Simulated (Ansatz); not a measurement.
Input file:

```yaml
crystal:
  periodic: [false, false, false]
  atoms:
    - {symbol: Se, position_ang: [0.000000, 0.000000, 0.000000]}
    - {symbol: Li, position_ang: [0.000000, 0.000000, 2.568200]}
basis:
  gaussian: {orbitals: def2-mTZVP}
total_charge: 1
magnetization: {spin_polarized: false, initial_magnetization: 2}
hamiltonian: {xc: hf}
scf: {lower_state_search: off}
output: {orbitals: {seedname: orbitals}}
```

```sh
$ ansatz run in.yaml --threads 1 --pin off --events-out ev --progress --plain --max-ram 2393MiB
```

**Question.** Roughly how long does this take on 1 thread of Arm Neoverse V2, shared host, and how much host memory?

**Answer.** 0.24 s wall and 0.07 GiB.

```
these checks for a lower state are left out or cut short: stability, starts, cluster_reference, orbital_swaps, neighbouring_geometries, increment
427 factors; integrals over basis functions are off by at most 1.3e-4 eV
mean field evaluation 1: about -65499.8063 eV, gradient 1.3e1 eV
mean field evaluation 2: about -65499.8145 eV, gradient 1.3e1 eV
mean field evaluation 4: about -65500.1448 eV, gradient 5.8e-1 eV
mean field evaluation 8: about -65500.1475 eV, gradient 5.6e-4 eV
mean field -65500.14753688 eV, -2407.0860243858 hartree, gradient 2.1e-6 eV, S^2 2.000000; 0 other end points of the search recorded, 0 dependent functions left out
reference -65500.14753688 eV, -2407.0860243858 hartree; 19, 17 occupied and 25, 27 virtual orbitals, 427 factors
Total energy: -65500.14753688 eV, -2407.0860243858 hartree
Checks for a lower state left out: stability, starts, cluster_reference, orbital_swaps, neighbouring_geometries, increment
```
